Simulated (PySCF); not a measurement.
# LiC: bond curves at several levels of theory

What are the lowest state that PBE0 finds, the bond length, vibrational wavenumber and bond energy of LiC, and how much do these hang on the method?

Computed with PySCF 2.14.0. Level: Li pcseg-2, C pcseg-2, no relativity.

## Step 1: Input

The job is set up so:

```yaml
atoms: Li, C
charge: 0
basis: Li pcseg-2, C pcseg-2
Hamiltonian: no relativity
basis_functions: 45
electrons_treated: 9
masses_in_u: 7.0160, 12.0000
levels: PBE0, PBE, r²SCAN, B3LYP, M06-L, TPSS, HF, MP2, SCS-MP2, CCSD, CCSD(T)
grid: 80 radial by 434 angular points
occupations: held fixed by the projection of orbital angular momentum
dissociation_limit: Li + C, each in its ground configuration
starting_distance_in_angstrom: 1.995
values_of_2S_to_try: 1, 3
```

The run is started by

```
> OMP_NUM_THREADS=1 python dia.py task.json out
```

Further steps of the session: First curve: PBE0; Other states along the same grid; PBE (GGA); r²SCAN; B3LYP; M06-L; TPSS (meta-GGA); UHF (mean field); Correlated methods on the Hartree–Fock reference.

Q: Predict the outcome of this session. Wanted: for each run, Re; ωe; De; μ.

**Answer**, as computed:

Lowest PBE0 solution found, without spin–orbit coupling: ⁴Σ⁻ (quartet), unpaired electrons σ ↑, π ↑↑. State 2 has its PBE0 minimum 0.74 eV higher, as a spin-mixed determinant (⟨S²⟩ = 1.76), so this is no gap between pure states. State 3 has its PBE0 minimum 0.79 eV higher, as a spin-mixed determinant (⟨S²⟩ = 1.76), so this is no gap between pure states. State 4 has its PBE0 minimum 1.53 eV higher. The other levels ran on the lowest alone.

| level | Re (Å) | ωe (cm⁻¹) | De (eV) | μ (D) |
| --- | --- | --- | --- | --- |
| UHF | 1.882 | 716 | 1.95 | -6.67 |
| UHF-MP2 | 1.874 | 714 | 2.64 | n/a |
| UHF-SCS-MP2 | 1.870 | 719 | 2.39 | n/a |
| UHF-CCSD | 1.870 | 717 | 2.54 | n/a |
| UHF-CCSD(T) | 1.872 | 713 | 2.58 | n/a |
| PBE | 1.891 | 677 | 2.78 | -5.99 |
| TPSS | 1.889 | 684 | 2.76 | -6.11 |
| r²SCAN | 1.891 | 689 | 2.84 | -6.28 |
| M06-L | 1.876 | 699 | 3.03 | -6.46 |
| B3LYP | 1.878 | 693 | 2.57 | -6.18 |
| PBE0 | 1.877 | 701 | 2.69 | -6.23 |

De is counted to Li + C in their ground configurations. A positive dipole means Li(−)C(+).

Differences from CCSD(T) in the same basis:

| level | Re (mÅ) | ωe (%) |
| --- | --- | --- |
| UHF | +11 | +0.4 |
| UHF-MP2 | +2 | +0.1 |
| UHF-SCS-MP2 | -2 | +0.8 |
| UHF-CCSD | -2 | +0.5 |
| PBE | +19 | -5.0 |
| TPSS | +17 | -4.0 |
| r²SCAN | +19 | -3.4 |
| M06-L | +4 | -1.9 |
| B3LYP | +6 | -2.8 |
| PBE0 | +5 | -1.7 |

**Reading.** Judged by CCSD(T) in the same basis: best bond length UHF-MP2 and UHF-SCS-MP2 and UHF-CCSD (2 mÅ off), worst PBE and r²SCAN (+19 mÅ); best wavenumber UHF-MP2 (+0.1 %), worst PBE (-5.0 %). Among the levels with a De in the table, it runs from 1.95 eV (UHF) to 3.03 eV (M06-L).

Correlated steps freeze 1 core orbital.
